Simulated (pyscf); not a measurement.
`[SH][Zn][SH]` + `[SeH2]` → `[SH2]` + `[SH][Zn][SeH]`, a four-centre exchange (singlet surface; S–Zn, H–Se broken, H–S, Se–Zn formed). Optimised with ωB97X-D3(BJ)/def2-SVP in PySCF. Energies in eV from the separated reactants.

Small-basis levels: PySCF, no dispersion term, spherical d functions. AM1 to PM7: differences of heats of formation from MOPAC. GFN2-xTB: tblite. Cost: rough CPU time at the saddle relative to B3LYP/6-31G*+LANL2DZ, from one job on a shared machine.

```tsv
level	barrier	reaction energy	cost
HF/6-31G*+LANL2DZ	0.86	-0.39	0.1
SVWN5/6-31G*+LANL2DZ	-0.66	-0.27	1
BP86/6-31G*+LANL2DZ	-0.14	-0.25	1
PBE/6-31G*+LANL2DZ	-0.22	-0.26	2
B3LYP/6-31G*+LANL2DZ	0.14	-0.25	1
M06-2X/6-31G*+LANL2DZ	-0.08	-0.32	2
PBE/def2-SVP	-0.25	-0.18	2
B3LYP/def2-SVP	0.08	-0.19	1
GFN2-xTB	-0.04	-0.38	under 0.02
AM1	-0.71	-0.31	under 0.02
PM3	-1.87	-0.28	under 0.02
PM7	0.82	-0.21	under 0.02
ωB97M-D3(BJ)/def2-TZVP	0.24	-0.17	–
```

Against the last row the barrier runs from -2.11 (PM3) to +0.62 eV (HF/6-31G*+LANL2DZ). At SVWN5/6-31G*+LANL2DZ, BP86/6-31G*+LANL2DZ, PBE/6-31G*+LANL2DZ, M06-2X/6-31G*+LANL2DZ, PBE/def2-SVP, GFN2-xTB, AM1, PM3 this geometry lies under one side, so the entry may be no barrier of that level: it is a single point on another level's saddle. ωB97M-D3(BJ)/def2-TZVP has limits of its own. On the reactant side the descent ends in an adduct with a Se–Zn contact, 0.50 eV under the separated species and 0.53 eV under the saddle at ωB97X-D3(BJ)/def2-TZVP. On the product side the descent ends in an adduct with a S–Zn contact, 0.42 eV under the separated species and 0.67 eV under the saddle at ωB97X-D3(BJ)/def2-TZVP. What is counted as formed (Se–Zn) is already present as a longer contact in the reactant adduct; forming that adduct is a step of its own. What is counted as broken (S–Zn) persists as a longer contact in the product adduct; parting that adduct is a step of its own. At ωB97X-D3(BJ) the barrier from the zero used here is 0.03 eV. One saddle was located; it need not be the lowest between these sides. In the def2 sets elements up to Kr have no core potential.
